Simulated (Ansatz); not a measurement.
`C/N=C(\O)OC` + HCl → `C/N=C(/O)Cl` + CH₃OH at 400 K and 1 bar (substitution at a C–O bond).

Computed with Ansatz on PBE0-D4/def2-TZVP structures; ΔE is electronic, products minus reactants. CCSD(T)/CBS is the MP2 limit (def2-TZVPP, def2-QZVPP) plus CCSD(T) − MP2 in def2-TZVPP, frozen cores. This one scheme is used for every species. Double bonds are as drawn, so ΔE can hold a change between cis and trans. One conformer a species, not always the lowest.

```tsv
species	CCSD(T)/CBS energy (Eh)	H − E (kJ/mol)	S (J/(mol·K))
`C/N=C(\O)OC`	-323.39466	315.1	380.0
HCl	-460.38127	29.6	195.4
`C/N=C(/O)Cl`	-668.14725	197.6	346.1
CH₃OH	-115.61712	151.2	252.6
```

H − E and S are ideal-gas, rigid-rotor, harmonic terms from PBE0-D4/def2-TZVP, for one conformer and one mirror image of each species. 1 Eh = 2625.50 kJ/mol, R = 8.31446 J/(mol·K).

Problem. By hand: ΔE, ΔH, ΔS and ΔG.

Solution. ΔE = (-668.14725) + (-115.61712) − (-323.39466) − (-460.38127) = 0.01156 Eh = 30.4 kJ/mol. Δ(H − E) = 197.6 + 151.2 − 315.1 − 29.6 = 4.1, so ΔH = 34.5 kJ/mol. ΔS = 346.1 + 252.6 − 380.0 − 195.4 = 23.3 J/(mol·K). ΔG = 34.5 − 400 × (23.3)/1000 = 25.2 kJ/mol.

Problem. By hand: the equilibrium constant, and the temperature at which ΔG would vanish if ΔH and ΔS stayed fixed.

Solution. log₁₀ K = −ΔG/(RT ln 10) = -3.3. ΔG = 0 at ΔH/ΔS = 1481 K.

ΔH outweighs TΔS. A doubt of 5 kJ/mol in ΔE shifts log₁₀ K by 0.7 here. Other conformers and mirror images would add mixing entropy, several J/(mol·K) or more a flexible species. These are equilibria of isolated gas molecules and say nothing of rates. Largest T1 diagnostic: 0.013 (customary marks: 0.02 for closed shells, 0.045 for open ones).
